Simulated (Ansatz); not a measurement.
propyne (SMILES C#CC) moved off its minimum; all values from Ansatz (a program for electronic structure), cores frozen in correlated methods.
(charge 0, multiplicity 1)
```xyz
7

C     -1.3982     0.0549    -0.0636
C      0.2069     0.1415     0.1373
C      1.4208     0.1417     0.0277
H     -1.5373    -0.9178    -0.9545
H     -1.6372     0.6718    -0.4542
H     -1.6944    -0.2269     0.9153
H      2.3611     0.2008     0.2380
```

Forces at MP2/cc-pVTZ (eV/Å):

```csv
atom,Fx,Fy,Fz
C1,13.890,-27.388,11.677
C2,-3.135,-0.167,-1.351
C3,-5.116,-0.168,-0.322
H4,0.327,2.773,3.213
H5,-9.902,24.683,-14.327
H6,-1.225,0.005,0.305
H7,5.160,0.262,0.805
```

Question: Give the forces (eV/Å), the total energy and the dipole at CCSD(T)/cc-pVTZ.

Answer: 
```json
[
 {"atom": "C1", "Fx": "13.695", "Fy": "-27.175", "Fz": "11.741"},
 {"atom": "C2", "Fx": "-2.638", "Fy": "-0.157", "Fz": "-1.321"},
 {"atom": "C3", "Fx": "-5.394", "Fy": "-0.173", "Fz": "-0.341"},
 {"atom": "H4", "Fx": "0.293", "Fy": "2.602", "Fz": "3.044"},
 {"atom": "H5", "Fx": "-9.913", "Fy": "24.656", "Fz": "-14.339"},
 {"atom": "H6", "Fx": "-1.256", "Fy": "-0.022", "Fz": "0.385"},
 {"atom": "H7", "Fx": "5.213", "Fy": "0.268", "Fz": "0.831"}
]
```
Energy -116.2577 hartree, dipole 0.88 D.
